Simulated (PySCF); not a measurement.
Gas-phase reaction: 2 AlHCl₂ + 2 H → 2 AlH₂Cl + Cl₂

Method: PySCF energies plus ideal-gas RRHO corrections (1 bar). † marks an energy on the PBE0/def2-TZVP geometry and frequencies; other levels use their own. 6-31G* has spherical d functions here. Open shells (unrestricted): H (multiplicity 2); the rest are closed-shell singlets. AlHCl₂, AlH₂Cl: computed as isolated molecules; such fragments, hydroxides, amides, oligomers or adducts are transient or little studied in the gas. The harmonic model lacks anharmonicity and excited electronic states, which grow with temperature; levels with a mode under 35 cm⁻¹ are left out.

```
level               ΔE electronic, kJ  ΔH°(298 K), kJ  ΔS°(298 K), J/K  ΔG°(600 K), kJ
------------------  -----------------  --------------  ---------------  --------------
HF/6-31G*                         154             175              -76             224
PBE/def2-SVP                       43              62              -77             111
PBE/def2-TZVP†                     20              40              -78              90
PBE0/def2-TZVP                     36              56              -78             106
ωB97X-V/def2-TZVP†                 27              47              -78              97
```
ΔH° is lowest at PBE/def2-TZVP† and highest at HF/6-31G*. No reference value is set beside these.
